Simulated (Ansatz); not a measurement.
Geometry optimisation, Ansatz 0.2.0, RKS CAM-B3LYP-D4/def2-SVP.

The input (input.yaml):

```yaml
crystal:
  periodic: [false, false, false]
  atoms:
    - { symbol: C, position_ang: [0.335, -2.5513, -0.6286] }
    - { symbol: C, position_ang: [0.1061, -1.2525, -0.2186] }
    - { symbol: S, position_ang: [-0.40604, -0.87862, 1.39971] }
    - { symbol: C, position_ang: [-0.65574, 0.77593, 1.20064] }
    - { symbol: C, position_ang: [-0.68628, 1.96639, 1.0863] }
    - { symbol: O, position_ang: [-0.809, 3.30987, 0.94783] }
    - { symbol: H, position_ang: [0.6109, -2.7363, -1.6545] }
    - { symbol: H, position_ang: [0.1726, -3.3239, 0.0297] }
    - { symbol: H, position_ang: [0.21438, -0.41192, -0.9652] }
    - { symbol: H, position_ang: [-1.11449, 3.7136, 1.75014] }
basis:
  gaussian: { orbitals: def2-SVP }
hamiltonian:
  xc: cam_b3lyp
  dispersion: d4
relax:
  f_tol: 0.015
  max_steps: 40
```

Command:

```bash
$ ansatz run input.yaml --threads 2 --pin off --max-ram 3072MiB --backend cpu --events-out ev --progress --plain --runs-dir out
```

Problem. Where does it end, and by what steps?

Solution. The run converged. After 16 steps the energy has fallen by 0.447 eV; H10 moved furthest, 0.77 Å.

| step | energy less start (eV) | largest force component (eV/Å) | accepted |
| --- | --- | --- | --- |
| 0 | 0.0000 | 4.710 | yes |
| 1 | -0.2624 | 1.035 | yes |
| 2 | -0.2681 | 1.036 | yes |
| 3 | -0.2502 | 0.730 | no |
| 4 | -0.3311 | 0.217 | yes |
| 5 | -0.3445 | 0.374 | yes |
| 6 | -0.3729 | 0.402 | yes |
| 7 | -0.4173 | 0.301 | yes |
| 8 | -0.4433 | 0.190 | yes |
| 9 | -0.4443 | 0.431 | yes |
| 10 | -0.4443 | 0.415 | no |
| 11 | -0.4458 | 0.196 | yes |
| 12 | -0.4465 | 0.126 | yes |
| 13 | -0.4462 | 0.236 | no |
| 14 | -0.4471 | 0.018 | yes |
| 15 | -0.4471 | 0.016 | yes |
| 16 | -0.4472 | 0.012 | yes |

```xyz
10
Properties=species:S:1:pos:R:3
C 0.204 -2.538 -0.672
C 0.164 -1.272 -0.268
S -0.126 -0.815 1.419
C -0.368 0.851 1.298
C -0.558 2.046 1.307
O -0.698 3.341 1.314
H 0.418 -2.777 -1.715
H 0.028 -3.373 0.012
H 0.333 -0.431 -0.946
H -1.630 3.579 1.198
```

Time of the run: 54 s on 2 threads of Arm Neoverse V1, on a shared host, peak memory 0.28 GiB.
